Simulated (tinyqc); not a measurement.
Worked calculation (part 1 of 2): CIS on RHF in the sto-3g basis, for H2O, spin multiplicity 1. Computed by tinyqc, a small Python program that keeps every step (integrals from PySCF). Settings: charge = 0, multiplicity = 1, basis = sto-3g, method = RHF, energy threshold = 1e-10, iteration cap = 66, orthogonalisation = canonical, start = Wolfsberg-Helmholz matrix, DIIS depth = 6. Command: `OMP_NUM_THREADS=1 python tinyqc.py 28610 28611 out.jsonl` (the two numbers bound the seeds that draw the settings). One thread of a shared host (Intel(R) Xeon(R) Processor @ 2.60GHz), about 0.06 s of CPU time with the checks. The early iterations of the SCF are left out here.

## One-electron integrals

Geometry (angstrom):
```
atom         x          y         z
O     0.000000   0.000000  0.000000
H     0.000000   0.738000  0.496000
H     0.000000  -0.690000  0.464000
```

Basis sto-3g: exponents (1/bohr^2) and contraction coefficients of normalised primitives:
```
element  l (shell)    exponent  coefficient
O            s (1)  130.709320     0.154329
O            s (1)   23.808861     0.535328
O            s (1)    6.443608     0.444635
O            s (2)    5.033151    -0.099967
O            s (2)    1.169596     0.399513
O            s (2)    0.380389     0.700115
O            p (3)    5.033151     0.155916
O            p (3)    1.169596     0.607684
O            p (3)    0.380389     0.391957
H            s (1)    3.425251     0.154329
H            s (1)    0.623914     0.535328
H            s (1)    0.168855     0.444635
```

Overlap, kinetic and nuclear-attraction integrals over the contracted functions; the nuclear repulsion is the sum of Za Zb / Rab.

nuclear repulsion = 10.22274622 hartree

overlap S:
```
           1O 1s     1O 2s    1O 2px     1O 2py    1O 2pz     2H 1s      3H 1s
1O 1s   1.000000  0.236704  0.000000   0.000000  0.000000  0.063369   0.072456
1O 2s   0.236704  1.000000  0.000000   0.000000  0.000000  0.520424   0.560466
1O 2px  0.000000  0.000000  1.000000   0.000000  0.000000  0.000000   0.000000
1O 2py  0.000000  0.000000  0.000000   1.000000  0.000000  0.345182  -0.358925
1O 2pz  0.000000  0.000000  0.000000   0.000000  1.000000  0.231992   0.241364
2H 1s   0.063369  0.520424  0.000000   0.345182  0.231992  1.000000   0.284221
3H 1s   0.072456  0.560466  0.000000  -0.358925  0.241364  0.284221   1.000000
```

kinetic energy T (hartree):
```
            1O 1s      1O 2s    1O 2px     1O 2py    1O 2pz     2H 1s      3H 1s
1O 1s   29.003200  -0.168011  0.000000   0.000000  0.000000  0.003280   0.009694
1O 2s   -0.168011   0.808128  0.000000   0.000000  0.000000  0.163915   0.198105
1O 2px   0.000000   0.000000  2.528731   0.000000  0.000000  0.000000   0.000000
1O 2py   0.000000   0.000000  0.000000   2.528731  0.000000  0.281511  -0.322987
1O 2pz   0.000000   0.000000  0.000000   0.000000  2.528731  0.189200   0.217197
2H 1s    0.003280   0.163915  0.000000   0.281511  0.189200  0.760032   0.016531
3H 1s    0.009694   0.198105  0.000000  -0.322987  0.217197  0.016531   0.760032
```

nuclear attraction V (hartree):
```
             1O 1s       1O 2s      1O 2px      1O 2py      1O 2pz      2H 1s      3H 1s
1O 1s   -61.849988   -7.474588    0.000000    0.002141   -0.021514  -2.064364  -2.366020
1O 2s    -7.474588  -10.253375    0.000000    0.017915   -0.241229  -4.366918  -4.794213
1O 2px    0.000000    0.000000  -10.076041    0.000000    0.000000   0.000000   0.000000
1O 2py    0.002141    0.017915    0.000000  -10.291979    0.009609  -2.586154   2.763461
1O 2pz   -0.021514   -0.241229    0.000000    0.009609  -10.173639  -1.820194  -1.942529
2H 1s    -2.064364   -4.366918    0.000000   -2.586154   -1.820194  -6.130036  -1.965747
3H 1s    -2.366020   -4.794213    0.000000    2.763461   -1.942529  -1.965747  -6.383468
```

core Hamiltonian H = T + V (hartree):
```
             1O 1s      1O 2s     1O 2px     1O 2py     1O 2pz      2H 1s      3H 1s
1O 1s   -32.846788  -7.642599   0.000000   0.002141  -0.021514  -2.061084  -2.356326
1O 2s    -7.642599  -9.445247   0.000000   0.017915  -0.241229  -4.203003  -4.596108
1O 2px    0.000000   0.000000  -7.547310   0.000000   0.000000   0.000000   0.000000
1O 2py    0.002141   0.017915   0.000000  -7.763247   0.009609  -2.304643   2.440474
1O 2pz   -0.021514  -0.241229   0.000000   0.009609  -7.644907  -1.630995  -1.725332
2H 1s    -2.061084  -4.203003   0.000000  -2.304643  -1.630995  -5.370004  -1.949216
3H 1s    -2.356326  -4.596108   0.000000   2.440474  -1.725332  -1.949216  -5.623436
```

## Two-electron integrals

Functions are numbered as in S; the eight-fold symmetry (ij|kl) = (ji|kl) = (kl|ij) leaves the list below.

Two-electron integrals (ij|kl) in chemists' order, unique and non-zero (hartree):
```
(11|11) 4.785065    (21|11) 0.741380    (21|21) 0.136873    (22|11) 1.118947
(22|21) 0.256633    (22|22) 0.817206    (31|31) 0.024477    (32|31) 0.037809
(32|32) 0.180518    (33|11) 1.115814    (33|21) 0.256684    (33|22) 0.817023
(33|33) 0.880159    (41|41) 0.024477    (42|41) 0.037809    (42|42) 0.180518
(43|43) 0.047444    (44|11) 1.115814    (44|21) 0.256684    (44|22) 0.817023
(44|33) 0.785270    (44|44) 0.880159    (51|51) 0.024477    (52|51) 0.037809
(52|52) 0.180518    (53|53) 0.047444    (54|54) 0.047444    (55|11) 1.115814
(55|21) 0.256684    (55|22) 0.817023    (55|33) 0.785270    (55|44) 0.785270
(55|55) 0.880159    (61|11) 0.202113    (61|21) 0.036957    (61|22) 0.068710
(61|33) 0.068583    (61|41) 0.001393    (61|42) 0.002592    (61|44) 0.068850
(61|51) 0.000936    (61|52) 0.001742    (61|54) 0.000179    (61|55) 0.068704
(61|61) 0.010105    (62|11) 0.453013    (62|21) 0.105031    (62|22) 0.365813
(62|33) 0.359949    (62|41) 0.006459    (62|42) 0.047672    (62|44) 0.371837
(62|51) 0.004341    (62|52) 0.032040    (62|54) 0.007990    (62|55) 0.365319
(62|61) 0.028821    (62|62) 0.196486    (63|31) 0.011449    (63|32) 0.064951
(63|43) 0.010105    (63|53) 0.006791    (63|63) 0.029289    (64|11) 0.256622
(64|21) 0.060318    (64|22) 0.224475    (64|33) 0.214110    (64|41) 0.014742
(64|42) 0.093029    (64|44) 0.241652    (64|51) 0.002213    (64|52) 0.018871
(64|54) 0.011719    (64|55) 0.217422    (64|61) 0.017343    (64|62) 0.146480
(64|64) 0.137381    (65|11) 0.172472    (65|21) 0.040539    (65|22) 0.150867
(65|33) 0.143900    (65|41) 0.002213    (65|42) 0.018871    (65|44) 0.148829
(65|51) 0.012937    (65|52) 0.077634    (65|54) 0.013417    (65|55) 0.159709
(65|61) 0.011656    (65|62) 0.098448    (65|64) 0.072647    (65|65) 0.078114
(66|11) 0.565828    (66|21) 0.133303    (66|22) 0.528313    (66|33) 0.506807
(66|41) 0.011405    (66|42) 0.112617    (66|44) 0.550827    (66|51) 0.007665
(66|52) 0.075688    (66|54) 0.029585    (66|55) 0.526691    (66|61) 0.036976
(66|62) 0.344426    (66|64) 0.293717    (66|65) 0.197404    (66|66) 0.774606
(71|11) 0.231502    (71|21) 0.042307    (71|22) 0.078579    (71|33) 0.078438
(71|41) -0.001567   (71|42) -0.002915   (71|44) 0.078735    (71|51) 0.001054
(71|52) 0.001960    (71|54) -0.000200   (71|55) 0.078572    (71|61) 0.011378
(71|62) 0.031863    (71|64) 0.017418    (71|65) 0.012880    (71|66) 0.040270
(71|71) 0.013238    (72|11) 0.498048    (72|21) 0.115373    (72|22) 0.399243
(72|33) 0.393074    (72|41) -0.007016   (72|42) -0.050841   (72|44) 0.405574
(72|51) 0.004718    (72|52) 0.034189    (72|54) -0.008406   (72|55) 0.398726
(72|61) 0.030605    (72|62) 0.175132    (72|64) 0.089822    (72|65) 0.084881
(72|66) 0.254152    (72|71) 0.036179    (72|72) 0.230422    (73|31) 0.012839
(73|32) 0.071878    (73|43) -0.010878   (73|53) 0.007315    (73|63) 0.025613
(73|73) 0.035153    (74|11) -0.273390   (74|21) -0.064234   (74|22) -0.237573
(74|33) -0.226515   (74|41) 0.016346    (74|42) 0.101187    (74|44) -0.255959
(74|51) -0.002358   (74|52) -0.019709   (74|54) 0.012485    (74|55) -0.229992
(74|61) -0.016161   (74|62) -0.085810   (74|64) -0.018653   (74|65) -0.040593
(74|66) -0.107116   (74|71) -0.021145   (74|72) -0.166633   (74|74) 0.154588
(75|11) 0.183845    (75|21) 0.043195    (75|22) 0.159759    (75|33) 0.152323
(75|41) -0.002358   (75|42) -0.019709   (75|44) 0.157493    (75|51) 0.014425
(75|52) 0.085132    (75|54) -0.014354   (75|55) 0.169291    (75|61) 0.012037
(75|62) 0.083155    (75|64) 0.041511    (75|65) 0.065306    (75|66) 0.132936
(75|71) 0.014220    (75|72) 0.112055    (75|74) -0.080316   (75|75) 0.089162
(76|11) 0.197221    (76|21) 0.046025    (76|22) 0.170553    (76|33) 0.167128
(76|41) 0.000076    (76|42) 0.000806    (76|44) 0.170749    (76|51) 0.003111
(76|52) 0.025965    (76|54) 0.000204    (76|55) 0.173611    (76|61) 0.012483
(76|62) 0.088783    (76|64) 0.057240    (76|65) 0.049863    (76|66) 0.155568
(76|71) 0.014258    (76|72) 0.095183    (76|74) -0.058513   (76|75) 0.052209
(76|76) 0.046597    (77|11) 0.597176    (77|21) 0.140529    (77|22) 0.550366
(77|33) 0.528202    (77|41) -0.012309   (77|42) -0.117185   (77|44) 0.573568
(77|51) 0.008277    (77|52) 0.078803    (77|54) -0.030507   (77|55) 0.548717
(77|61) 0.037108    (77|62) 0.242189    (77|64) 0.107428    (77|65) 0.129256
(77|66) 0.361176    (77|71) 0.044581    (77|72) 0.378662    (77|74) -0.313648
(77|75) 0.210917    (77|76) 0.155568    (77|77) 0.774606
```

## Orthogonalisation

S = U s U^T; canonical form X = U s^(-1/2), so that X^T S X = 1. Each column of U has its largest component positive (the first on a tie).

eigenvalues of S: 0.273543  0.346287  0.892600  1.000000  1.078582  1.375269  2.033718

X:
```
                1          2          3         4          5          6          7
1O 1s   -0.269828   0.091855   0.778114  0.000000  -0.604964   0.000954   0.143681
1O 2s    1.301796  -0.346820  -0.270766  0.000000  -0.265760   0.006547   0.416683
1O 2px   0.000000   0.000000   0.000000  1.000000   0.000000   0.000000   0.000000
1O 2py  -0.328631  -0.980931   0.001539  0.000000  -0.013074   0.680450  -0.012139
1O 2pz   0.527962  -0.148746   0.632676  0.000000   0.681717   0.010499   0.167986
2H 1s   -0.480485   1.138624  -0.146645  0.000000   0.113938   0.378473   0.355973
3H 1s   -1.127228  -0.691549  -0.140570  0.000000   0.112437  -0.347453   0.377303
```

## Iteration 8 (converged): orbitals

converged F (hartree):
```
             1O 1s      1O 2s     1O 2px     1O 2py     1O 2pz      2H 1s      3H 1s
1O 1s   -20.213820  -5.163533   0.000000   0.001788  -0.031437  -1.400866  -1.599881
1O 2s    -5.163533  -2.478068   0.000000   0.021230  -0.161831  -1.146984  -1.255768
1O 2px    0.000000   0.000000  -0.395614   0.000000   0.000000   0.000000   0.000000
1O 2py    0.001788   0.021230   0.000000  -0.413919   0.017306  -0.424481   0.443305
1O 2pz   -0.031437  -0.161831   0.000000   0.017306  -0.404680  -0.359917  -0.373685
2H 1s    -1.400866  -1.146984   0.000000  -0.424481  -0.359917  -0.670074  -0.497742
3H 1s    -1.599881  -1.255768   0.000000   0.443305  -0.373685  -0.497742  -0.769445
```

Diagonalise F' = X^T F X, C = X C', fill 5 alpha and 5 beta electrons from the bottom; D = 2 C_occ C_occ^T. Each column has its largest component positive (the first on a tie).

F' = X^T F X (hartree):
```
           1          2          3          4          5          6          7
1   0.495506   0.172593   1.128312   0.000000  -0.694319  -0.035022  -0.047410
2   0.172593   0.812048  -0.480662   0.000000   0.336908  -0.104507  -0.037473
3   1.128312  -0.480662  -9.815944   0.000000   8.953056  -0.015380  -3.976658
4   0.000000   0.000000   0.000000  -0.395614   0.000000   0.000000   0.000000
5  -0.694319   0.336908   8.953056   0.000000  -8.926082   0.023233   3.885410
6  -0.035022  -0.104507  -0.015380   0.000000   0.023233  -0.677739   0.003279
7  -0.047410  -0.037473  -3.976658   0.000000   3.885410   0.003279  -2.972608
```

orbital energies (hartree): MO1 -20.223152, MO2 -1.315033, MO3 -0.685570, MO4 -0.447283, MO5 -0.395614, MO6 0.687893, MO7 0.898325

coefficients C:
```
              MO1        MO2        MO3        MO4       MO5        MO6        MO7
1O 1s    0.993859  -0.230611  -0.007888   0.100531  0.000000  -0.146030   0.030044
1O 2s    0.029106   0.801568   0.043764  -0.528759  0.000000   1.067436  -0.261318
1O 2px   0.000000   0.000000   0.000000   0.000000  1.000000   0.000000   0.000000
1O 2py  -0.000560  -0.020770   0.606349   0.007445  0.000000   0.175439   1.065190
1O 2pz   0.005051   0.154913  -0.014475   0.824451  0.000000   0.686817  -0.136186
2H 1s   -0.006744   0.151702   0.436358   0.237120  0.000000  -1.002652  -0.746170
3H 1s   -0.007749   0.175510  -0.422925   0.214216  0.000000  -0.731186   1.119873
```

D after iteration 8:
```
            1O 1s      1O 2s    1O 2px     1O 2py     1O 2pz      2H 1s      3H 1s
1O 1s    2.102211  -0.418850  0.000000   0.000399   0.104585  -0.042581  -0.046610
1O 2s   -0.418850   1.849721  0.000000   0.011869  -0.624497   0.030241   0.017361
1O 2px   0.000000   0.000000  2.000000   0.000000   0.000000   0.000000   0.000000
1O 2py   0.000399   0.011869  0.000000   0.736293  -0.011719   0.526407  -0.516973
1O 2pz   0.104585  -0.624497  0.000000  -0.011719   1.407904   0.425288   0.419765
2H 1s   -0.042581   0.030241  0.000000   0.526407   0.425288   0.539387  -0.214148
3H 1s   -0.046610   0.017361  0.000000  -0.516973   0.419765  -0.214148   0.511236
```

## Convergence

Stop when the energy changes by less than 1e-10 hartree and every element of the error matrix X^T (F D S - S D F) X is below 3e-06.

Course of the cycle:
```
iteration   E (hartree)     change  largest element of the error matrix
1          -74.70696900          -                             6.60e-01
2          -74.89656740  -1.90e-01                             1.30e-01
3          -74.91175254  -1.52e-02                             2.45e-02
4          -74.91251665  -7.64e-04                             3.84e-03
5          -74.91254653  -2.99e-05                             2.89e-04
6          -74.91254672  -1.88e-07                             1.42e-05
7          -74.91254672  -3.86e-10                             1.22e-06
8          -74.91254672  -1.34e-12                             1.85e-07
```

PySCF RHF in the same basis = -74.91254672 hartree

Converged in 8 iterations.

## Integrals over molecular orbitals

(pq|rs) = sum C_ip C_jq C_kr C_ls (ij|kl), one index at a time.

one-electron integrals over orbitals h = C^T H C (hartree):
```
            1          2          3          4          5          6          7
1  -32.828123   0.558125   0.019555  -0.232186   0.000000   0.340014  -0.069951
2    0.558125  -7.790624   0.006334   0.318941   0.000000  -1.429952   0.326049
3    0.019555   0.006334  -6.642182   0.060323   0.000000  -0.361139  -1.665324
4   -0.232186   0.318941   0.060323  -7.260402   0.000000  -0.870874   0.104422
5    0.000000   0.000000   0.000000   0.000000  -7.547310   0.000000   0.000000
6    0.340014  -1.429952  -0.361139  -0.870874   0.000000  -5.300333  -0.073067
7   -0.069951   0.326049  -1.665324   0.104422   0.000000  -0.073067  -5.653650
```

Two-electron integrals over orbitals (pq|rs), unique and non-zero (hartree):
```
(11|11) 4.742532    (21|11) -0.412464   (21|21) 0.057297    (22|11) 1.003828
(22|21) -0.011888   (22|22) 0.737845    (31|11) -0.014375   (31|21) 0.001489
(31|22) -0.002052   (31|31) 0.011449    (32|11) 0.001446    (32|21) -0.001036
(32|22) -0.012147   (32|31) 0.018698    (32|32) 0.152979    (33|11) 0.829070
(33|21) -0.004503   (33|22) 0.664622    (33|31) 0.000918    (33|32) 0.007210
(33|33) 0.661964    (41|11) 0.179201    (41|21) -0.020858   (41|22) 0.017795
(41|31) -0.001077   (41|32) -0.000072   (41|33) 0.006616    (41|41) 0.029240
(42|11) -0.100597   (42|21) 0.009410    (42|22) 0.022838    (42|31) 0.000099
(42|32) -0.000036   (42|33) 0.008598    (42|41) 0.020780    (42|42) 0.119213
(43|11) -0.014140   (43|21) 0.000706    (43|22) -0.003986   (43|31) -0.003745
(43|32) 0.012707    (43|33) -0.001756   (43|41) 0.000927    (43|42) 0.005492
(43|43) 0.042640    (44|11) 1.045055    (44|21) -0.014999   (44|22) 0.688671
(44|31) -0.000087   (44|32) 0.002602    (44|33) 0.624241    (44|41) -0.013388
(44|42) -0.102924   (44|43) -0.010029   (44|44) 0.840103    (51|51) 0.026115
(52|51) 0.032226    (52|52) 0.142501    (53|51) 0.001142    (53|52) 0.003635
(53|53) 0.030942    (54|51) -0.013315   (54|52) -0.044752   (54|53) -0.002251
(54|54) 0.058580    (55|11) 1.115318    (55|21) -0.011532   (55|22) 0.747746
(55|31) -0.000392   (55|32) 0.000562    (55|33) 0.648396    (55|41) 0.004951
(55|42) -0.053879   (55|43) -0.007825   (55|44) 0.753378    (55|55) 0.880159
(61|11) -0.264420   (61|21) 0.039253    (61|22) -0.001620   (61|31) 0.003847
(61|32) 0.003909    (61|33) -0.000509   (61|41) -0.002432   (61|42) 0.018769
(61|43) 0.000024    (61|44) -0.019687   (61|55) -0.006734   (61|61) 0.034287
(62|11) 0.322434    (62|21) -0.007352   (62|22) 0.141495    (62|31) 0.001945
(62|32) 0.009927    (62|33) 0.077855    (62|41) 0.017923    (62|42) 0.019030
(62|43) -0.006435   (62|44) 0.106553    (62|55) 0.162583    (62|61) 0.003860
(62|62) 0.101571    (63|11) 0.074713    (63|21) -0.001658   (63|22) 0.032500
(63|31) 0.003190    (63|32) -0.043929   (63|33) 0.018426    (63|41) 0.000278
(63|42) -0.011945   (63|43) -0.022979   (63|44) 0.033994    (63|55) 0.039869
(63|61) -0.000463   (63|62) 0.021320    (63|63) 0.075476    (64|11) 0.175011
(64|21) -0.000788   (64|22) 0.079168    (64|31) -0.001825   (64|32) -0.013577
(64|33) 0.037091    (64|41) 0.005096    (64|42) -0.008609   (64|43) -0.000786
(64|44) 0.097946    (64|55) 0.088806    (64|61) 0.001690    (64|62) 0.056226
(64|63) 0.020430    (64|64) 0.049810    (65|51) 0.017560    (65|52) 0.063678
(65|53) 0.006451    (65|54) -0.006396   (65|65) 0.041453    (66|11) 0.802667
(66|21) -0.006898   (66|22) 0.617171    (66|31) 0.003111    (66|32) 0.035498
(66|33) 0.584940    (66|41) 0.022042    (66|42) 0.062827    (66|43) 0.013691
(66|44) 0.550017    (66|55) 0.590616    (66|61) 0.006807    (66|62) 0.089827
(66|63) -0.012681   (66|64) 0.035930    (66|66) 0.607742    (71|11) 0.055220
(71|21) -0.008761   (71|22) -0.001318   (71|31) 0.016003    (71|32) 0.024517
(71|33) 0.001810    (71|41) 0.000984    (71|42) -0.003003   (71|43) -0.005749
(71|44) 0.003681    (71|55) 0.001334    (71|61) -0.002781   (71|62) 0.002912
(71|63) 0.004415    (71|64) -0.002735   (71|66) 0.004097    (71|71) 0.024620
(72|11) -0.075000   (72|21) 0.001414    (72|22) -0.031980   (72|31) 0.013262
(72|32) 0.030647    (72|33) -0.014684   (72|41) -0.002991   (72|42) 0.001568
(72|43) -0.031656   (72|44) -0.027461   (72|55) -0.036658   (72|61) 0.003046
(72|62) -0.011314   (72|63) 0.032835    (72|64) -0.014266   (72|66) -0.021398
(72|71) 0.017617    (72|72) 0.060682    (73|11) 0.354416    (73|21) -0.007935
(73|22) 0.124012    (73|31) -0.000177   (73|32) 0.011091    (73|33) 0.093502
(73|41) -0.001455   (73|42) -0.067043   (73|43) -0.003488   (73|44) 0.169937
(73|55) 0.178930    (73|61) -0.007469   (73|62) 0.076573    (73|63) 0.017631
(73|64) 0.054780    (73|66) 0.039062    (73|71) 0.001449    (73|72) -0.023572
(73|73) 0.141937    (74|11) -0.021492   (74|21) 0.000283    (74|22) -0.004632
(74|31) -0.009881   (74|32) -0.073090   (74|33) -0.009911   (74|41) -0.001306
(74|42) -0.002370   (74|43) 0.013419    (74|44) -0.011377   (74|55) -0.009824
(74|61) -0.003137   (74|62) -0.013030   (74|63) 0.034252    (74|64) 0.005351
(74|66) -0.024530   (74|71) -0.013588   (74|72) -0.013970   (74|73) -0.013873
(74|74) 0.062600    (75|51) -0.003649   (75|52) -0.013499   (75|53) 0.022699
(75|54) 0.002264    (75|65) -0.003550   (75|75) 0.024801    (76|11) 0.011377
(76|21) -0.000797   (76|22) -0.006207   (76|31) 0.010100    (76|32) 0.101047
(76|33) 0.013935    (76|41) -0.003397   (76|42) -0.012524   (76|43) 0.032832
(76|44) 0.014484    (76|55) 0.005612    (76|61) 0.000162    (76|62) -0.002952
(76|63) -0.060386   (76|64) -0.012567   (76|66) 0.034825    (76|71) 0.013742
(76|72) -0.011306   (76|73) 0.020387    (76|74) -0.049226   (76|76) 0.107982
(77|11) 0.900204    (77|21) -0.010209   (77|22) 0.639682    (77|31) -0.004511
(77|32) -0.040374   (77|33) 0.627291    (77|41) 0.004608    (77|42) -0.008979
(77|43) -0.014223   (77|44) 0.627983    (77|55) 0.638149    (77|61) -0.007315
(77|62) 0.072458    (77|63) 0.043289    (77|64) 0.038843    (77|66) 0.559960
(77|71) -0.004207   (77|72) -0.013821   (77|73) 0.090222    (77|74) 0.015636
(77|76) -0.029232   (77|77) 0.648034
```
